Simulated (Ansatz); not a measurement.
`C=NC(C)(F)F` and `CC(F)(F)F` differ in one atom or group.

Ansatz, PBE0-D4/def2-TZVP geometries, multiplicity 1. Each molecule was computed in one conformer, which needn't be the lowest.

| property | `C=NC(C)(F)F` |
| --- | --- |
| HOMO energy (ωB97M-V/def2-TZVPP) / eV | -10.65 |
| size of the dipole moment (ωB97M-V/def2-TZVPP) / D | 2.32 |
| HOMO–LUMO gap (ωB97M-V/def2-TZVPP) / eV | 11.85 |
| HOMO–LUMO gap (PBE/def2-TZVPP) / eV | 4.50 |
| HOMO energy (PBE0/def2-TZVPP) / eV | -8.24 |
| LUMO energy (B3LYP/def2-TZVPP) / eV | -1.32 |

(1) What does the change do to each property? (Best estimate.)

## Answers

(1) The calculation gave: 
```
                                          property  `CC(F)(F)F`  shift
             HOMO energy (ωB97M-V/def2-TZVPP) / eV       -13.34  -2.69
size of the dipole moment (ωB97M-V/def2-TZVPP) / D         2.28  -0.04
           HOMO–LUMO gap (ωB97M-V/def2-TZVPP) / eV        16.15   4.30
               HOMO–LUMO gap (PBE/def2-TZVPP) / eV         9.75   5.25
                HOMO energy (PBE0/def2-TZVPP) / eV       -10.92  -2.68
               LUMO energy (B3LYP/def2-TZVPP) / eV         1.05   2.37
```

With PBE0 the HOMO falls by 2.68 eV and the LUMO rises by 2.48 eV, so the gap widens by about 5.16 eV. PBE moves the HOMO by -2.43 eV and ωB97M-V by -2.69 eV. Dipoles are sizes alone; their direction can turn.

B3LYP here is the variant with VWN-RPA as its local correlation; programs differ in this.
